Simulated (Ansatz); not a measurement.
Basis-set extrapolation for C2H2FNO (PBE0-D4/def2-TZVP geometry, frozen core, Ansatz). Multiplicity 1, RHF reference.

|  | def2-TZVPP | def2-QZVPP |
| --- | --- | --- |
| HF | -305.674405 | -305.687815 |
| MP2 correlation | -0.968317 | -1.045090 |
| CCSD(T) correlation | -1.027712 | not run |

Energies in hartree. Use E(X) = E(∞) + A·exp(−7.88·√X) for Hartree–Fock and E(X) = E(∞) + B·X^(−2.97) for correlation, with X = 3 and 4, and add CCSD(T) minus MP2 of the smaller set to the MP2 limit.

Question: What is the CCSD(T) energy at the basis-set limit?

Answer: HF limit: -305.687815 + (-0.013410) × 0.13774 = -305.68966. MP2 limit: -1.045090 + (-0.076773) × 0.74074 = -1.10196. Higher-order term: -1.027712 − (-0.968317) = -0.05939. Total: -306.85101 hartree, 390.9 kJ/mol below CCSD(T)/def2-TZVPP.
